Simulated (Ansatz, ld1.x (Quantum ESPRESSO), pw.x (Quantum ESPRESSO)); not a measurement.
# pw.x on sc Mg: one setting changed

Potential: PAW, ld1.x (Quantum ESPRESSO) 7.5, LDA (PW92); core [He] 2s2, reference 2p6 3s2 3p0; waves: 3s (bound): rcut 2.76, rcutus 2.96 bohr; 3s channel at 4.55 Ry: rcut 2.76, rcutus 2.96 bohr; 2p (bound): rcut 1.52, rcutus 1.84 bohr; 3p (bound, empty): rcut 1.52, rcutus 1.84 bohr; 3d channel at 0.05 Ry: rcut 2.84, rcutus 3.42 bohr; 3d channel at 1.3 Ry: rcut 2.84, rcutus 3.42 bohr; local part: all-electron potential smoothed inside 1.98 bohr (lloc = -2); core correction: none; augmentation: BESSEL, radius 1.52 bohr.

The reference run (k-mesh 11³, cutoffs 45/360 Ry, Fermi–Dirac 0.01 Ry, mixing_beta 0.4, conv_thr 1e-9, no spin) gives -0.15 GPa at 26.092 Å³/atom, where all-electron LAPW gives -0.14 GPa. This run, with its own iteration cap, changes nbnd to 16.

```
&control
  calculation='scf', prefix='x', pseudo_dir='./', outdir='./tmp', tstress=.true., disk_io='none'
/
&system
  ibrav=0, nat=1, ntyp=1, ecutwfc=45, ecutrho=360, nbnd=16,
  occupations='smearing', smearing='fd', degauss=0.01
/
&electrons
  conv_thr=1e-09, mixing_beta=0.4, electron_maxstep=60
/
ATOMIC_SPECIES
Mg 1.0 Mg.UPF
CELL_PARAMETERS angstrom
  2.96598618 0.00000000 0.00000000
  0.00000000 2.96598618 0.00000000
  0.00000000 0.00000000 2.96598618
ATOMIC_POSITIONS crystal
Mg 0.0000 0.0000 0.0000
K_POINTS automatic
11 11 11 0 0 0
```

```bash
pw.x < Mg.scf.in > Mg.scf.out
```

How does the run end?

It converges in 7 iterations; the free energy moves by +0.0 meV/atom and the pressure by +0.00 GPa. The result is that of the reference run.

```
Message from routine setup:
     using ibrav=0 with symmetry is DISCOURAGED, use correct ibrav instead
     lattice parameter (alat)  =       5.6049  a.u.
     unit-cell volume          =     176.0775 (a.u.)^3
     number of electrons       =         8.00
     number of Kohn-Sham states=           16
     kinetic-energy cutoff     =      45.0000  Ry
     charge density cutoff     =     360.0000  Ry
     scf convergence threshold =      1.0E-09
     Exchange-correlation= SLA  PW   NOGX NOGC
     number of k points=    56  Fermi-Dirac smearing, width (Ry)=  0.0100
     iteration #  1     ecut=    45.00 Ry     beta= 0.40
     total energy              =     -93.76527390 Ry
     estimated scf accuracy    <       0.00388705 Ry
     iteration #  2     ecut=    45.00 Ry     beta= 0.40
     total energy              =     -93.76561204 Ry
     estimated scf accuracy    <       0.00134274 Ry
     iteration #  3     ecut=    45.00 Ry     beta= 0.40
     total energy              =     -93.76565141 Ry
     estimated scf accuracy    <       0.00000244 Ry
     iteration #  4     ecut=    45.00 Ry     beta= 0.40
     total energy              =     -93.76565507 Ry
     estimated scf accuracy    <       0.00000006 Ry
     iteration #  5     ecut=    45.00 Ry     beta= 0.40
     total energy              =     -93.76565508 Ry
     estimated scf accuracy    <       0.00000002 Ry
     iteration #  6     ecut=    45.00 Ry     beta= 0.40
     total energy              =     -93.76565508 Ry
     estimated scf accuracy    <          1.5E-09 Ry
     iteration #  7     ecut=    45.00 Ry     beta= 0.40
     the Fermi energy is     4.3396 ev
!    total energy              =     -93.76565508 Ry
     estimated scf accuracy    <          1.3E-10 Ry
     smearing contrib. (-TS)   =      -0.00183162 Ry
     The total energy is F=E-TS. E is the sum of the following terms:
     one-electron contribution =     -61.36168872 Ry
     hartree contribution      =      19.43909167 Ry
     xc contribution           =      -9.45147571 Ry
     ewald contribution        =     -32.39789967 Ry
     one-center paw contrib.   =      -9.99185104 Ry
     convergence has been achieved in   7 iterations
          total   stress  (Ry/bohr**3)                   (kbar)     P=       -1.55
     Message from routine punch:
     Nothing written, as per user request (disk_io='none')
```

The run took about 10 s on one core of a shared host (Neoverse-V1, 32 threads, 247 GiB, load 16).
